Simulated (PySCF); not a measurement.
Excitations are Tamm–Dancoff values on a coarser integration grid.

## C$_{3}$H$_{4}$, SMILES `C#CC` (charge 0, multiplicity 1)

Computed with TPSSh-D3(BJ)/def2-TZVPD // PBE0-D3(BJ)/def2-TZVPD in PySCF.

```yaml
HOMO: -7.02 eV
dipole_moment: 0.81 D
HOMO–LUMO gap: 7.21 eV
LUMO: 0.19 eV
S1 excitation (TDA): 6.75 eV
S1 oscillator strength: 0.010
T1 excitation (TDA): 5.44 eV
S1–T1 gap (TDA): 1.31 eV
total_energy: -116.7107 Ha
cost: roughly 2.6 core-minutes
```

```xyz
7

C      1.6931     0.1547     0.0153
C      0.4981     0.0455     0.0045
C     -0.9455    -0.0864    -0.0086
H      2.7527     0.2516     0.0249
H     -1.3715     0.2062     0.9540
H     -1.3870     0.5476    -0.7810
H     -1.2399    -1.1192    -0.2092
```
